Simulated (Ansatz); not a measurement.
# Molecular dynamics, step by step

SiNH₇F (SMILES [NH4+].[SiH3]F) (charge +1), singlet, PBE0-D4/def2-SVP (Ansatz 0.2.0). Settings (timestep in fs, temperature in K; T counts 24 degrees of freedom):

```yaml
hamiltonian: {xc: pbe0, dispersion: d4}
md: {n_steps: 80, timestep: 0.5, temperature: 300, ensemble: nvt_nose_hoover, seed: 372, initial_velocities: maxwell_boltzmann}
```

Start (the SMILES describes the start alone):

N1  (0.116, 0.045, -2.112)
H2  (1.032, -0.290, -2.415)
H3  (-0.018, 1.000, -2.445)
H4  (0.059, 0.023, -1.071)
H5  (-0.609, -0.554, -2.511)
Si6  (-0.122, -0.047, 2.210)
F7  (-0.031, -0.012, 0.556)
H8  (0.780, 1.026, 2.670)
H9  (0.332, -1.396, 2.594)
H10  (-1.540, 0.206, 2.525)
(Å)

| step | time (fs) | potential energy less the start (meV) | kinetic energy (meV) | T (K) |
| --- | --- | --- | --- | --- |
| 0 | 0.00 | 0.0 | 310.2 | 300 |
| 5 | 2.50 | 162.9 | 150.3 | 145 |
| 10 | 5.00 | 134.4 | 176.9 | 171 |
| 15 | 7.50 | 216.8 | 97.4 | 94 |
| 20 | 10.00 | 55.0 | 256.2 | 248 |
| 25 | 12.50 | 147.5 | 166.7 | 161 |
| 30 | 15.00 | 76.6 | 235.7 | 228 |
| 35 | 17.50 | 199.4 | 116.3 | 113 |
| 40 | 20.00 | 80.4 | 233.9 | 226 |
| 45 | 22.50 | 129.8 | 186.9 | 181 |
| 50 | 25.00 | 96.0 | 219.7 | 212 |
| 55 | 27.50 | 208.3 | 110.0 | 106 |
| 60 | 30.00 | 159.4 | 159.1 | 154 |
| 65 | 32.50 | 137.7 | 182.5 | 176 |
| 70 | 35.00 | 70.8 | 249.7 | 242 |
| 75 | 37.50 | 126.5 | 195.9 | 189 |
| 80 | 40.00 | 181.5 | 143.3 | 139 |

Step 30, positions (Å) and forces (eV/Å):

```csv
atom,x,y,z,Fx,Fy,Fz
N1,0.153,0.055,-2.123,-1.791,-0.536,0.430
H2,1.078,-0.176,-2.490,0.205,0.201,0.110
H3,-0.246,0.930,-2.500,0.514,-0.073,0.050
H4,0.056,0.049,-1.062,0.668,0.252,-0.275
H5,-0.517,-0.688,-2.400,0.421,0.157,-0.200
Si6,-0.103,-0.044,2.222,-0.364,-0.154,0.121
F7,-0.082,-0.020,0.542,0.166,0.079,-0.150
H8,0.857,0.939,2.743,0.261,0.170,-0.122
H9,0.242,-1.434,2.595,0.014,-0.053,-0.013
H10,-1.490,0.342,2.557,-0.094,-0.043,0.049
```

Step 40, positions (Å) and forces (eV/Å):

| atom | x | y | z | Fx | Fy | Fz |
| --- | --- | --- | --- | --- | --- | --- |
| N1 | 0.155 | 0.057 | -2.122 | 0.439 | -0.596 | -0.112 |
| H2 | 1.125 | -0.133 | -2.502 | -1.153 | 0.524 | 0.533 |
| H3 | -0.297 | 0.890 | -2.506 | 0.378 | 0.351 | -0.150 |
| H4 | 0.098 | 0.080 | -1.070 | 0.408 | 0.141 | 0.085 |
| H5 | -0.452 | -0.718 | -2.389 | -0.076 | -0.433 | -0.233 |
| Si6 | -0.101 | -0.043 | 2.237 | -0.380 | -0.388 | -0.654 |
| F7 | -0.094 | -0.020 | 0.523 | 0.089 | 0.052 | 0.549 |
| H8 | 0.946 | 0.912 | 2.664 | -0.024 | 0.041 | -0.009 |
| H9 | 0.215 | -1.470 | 2.582 | -0.064 | 0.355 | -0.028 |
| H10 | -1.509 | 0.353 | 2.577 | 0.384 | -0.048 | 0.019 |

Step 50, positions (Å) and forces (eV/Å):

```csv
atom,x,y,z,Fx,Fy,Fz
N1,0.149,0.050,-2.120,-0.458,0.178,0.320
H2,1.089,-0.021,-2.466,1.000,-0.181,-0.531
H3,-0.259,0.903,-2.532,-0.140,-0.241,0.157
H4,0.227,0.140,-1.066,-0.589,-0.242,-0.121
H5,-0.375,-0.796,-2.411,0.099,0.441,0.311
Si6,-0.102,-0.044,2.246,0.604,0.283,-1.452
F7,-0.105,-0.020,0.512,0.047,0.037,0.901
H8,1.028,0.892,2.583,-0.429,-0.211,0.065
H9,0.179,-1.446,2.568,0.093,-0.287,0.167
H10,-1.462,0.359,2.607,-0.228,0.224,0.183
```

Last step (80):

```
atom    x (Å)    y (Å)    z (Å)
  N1   0.1796   0.0611  -2.1068
  H2   1.1956   0.0954  -2.4863
  H3  -0.4878   0.7422  -2.4936
  H4   0.0693   0.0839  -1.0502
  H5  -0.2307  -0.8408  -2.3734
 Si6  -0.0928  -0.0494   2.2131
  F7  -0.1397  -0.0193   0.5387
  H8   1.0780   0.8318   2.5530
  H9   0.1067  -1.4412   2.6174
 H10  -1.3246   0.5353   2.7456
```

Hardware: 4 CPU threads of an Arm Neoverse V1, shared host. Wall time about 55 s.
